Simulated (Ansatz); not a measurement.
Which YAML input does this script hand to the engine? (Ansatz's Python interface)

`alfh4si.py`:
```python
'''Active-space calculation on AlFH4Si.'''

import ansatz as az

molecule = (
    az.Crystal.molecule()
    .atom('F', (-2.2066, -0.1141, 0.2218))
    .atom('Si', (-0.7884, -0.2559, -0.5954))
    .atom('Al', (0.9574, 0.0778, 0.9126))
    .atom('H', (-0.6262, -1.5973, -1.1632))
    .atom('H', (-0.6889, 0.7301, -1.6952))
    .atom('H', (0.9298, 1.3983, 1.842))
    .atom('H', (2.4842, -0.307, 0.4317))
)

model = molecule.calculation()
model = model.basis(gaussian='cc-pVDZ').correlation(active_electrons=4, active_orbitals=5)
for method in ['sc_nevpt2']:
    data = (model if method is None else model.correlation(method)).run().report
    space = data['configurations']
    state = space['states'][0]
    print(method or 'casscf', f'total {data["free_energy_ev"] / 27.211386246:.6f} Ha, active-space state {state["energy"]["hartree"]:.6f} Ha, mean field {data["reference_energy_ev"] / 27.211386246:.6f} Ha')
    print('  determinants', state['n_determinants'], ' natural occupations', [round(n, 3) for n in space['natural_occupations']])
print('effectively unpaired electrons, sum of min(n, 2 - n):', round(sum(min(n, 2 - n) for n in space['natural_occupations']), 3))
```

`python alfh4si.py` gives:
```text
RunWarning: the results are in doubt because another end's mean lies 0.648 eV lower, and its corrected mean 0.357 eV higher
sc_nevpt2 total -632.981690 Ha, active-space state -632.659665 Ha, mean field -632.628932 Ha
  determinants 100  natural occupations [1.975, 1.962, 0.03, 0.022, 0.011]
effectively unpaired electrons, sum of min(n, 2 - n): 0.126
```
(Warnings from the package without file and line.)

`input.yaml`:
```yaml
crystal:
  periodic: [false, false, false]
  atoms:
    - { symbol: F, position_ang: [-2.2066, -0.1141, 0.2218] }
    - { symbol: Si, position_ang: [-0.7884, -0.2559, -0.5954] }
    - { symbol: Al, position_ang: [0.9574, 0.0778, 0.9126] }
    - { symbol: H, position_ang: [-0.6262, -1.5973, -1.1632] }
    - { symbol: H, position_ang: [-0.6889, 0.7301, -1.6952] }
    - { symbol: H, position_ang: [0.9298, 1.3983, 1.842] }
    - { symbol: H, position_ang: [2.4842, -0.307, 0.4317] }
basis:
  gaussian:
    orbitals: cc-pVDZ
correlation:
  method: sc_nevpt2
  active_space:
    window:
      electrons: 4
      orbitals: 5
```

Reading the output:
- Total energies depend on the basis set; only differences at equal settings carry meaning.
- The geometry is a force-field or estimated start, not a minimum of this method, and the basis set is short of its limit. The active space starts as a window about the frontier orbitals and is then optimised, not chosen by chemistry.
- A lower CASSCF solution was found and passed over, so the printed active-space state isn't the lowest.
- Timing: 22 s on 1 thread of Arm Neoverse V1, with other jobs on the host, peak memory 0.2 GiB.

(Lines on the test bed's own set-up are left out of the output.)
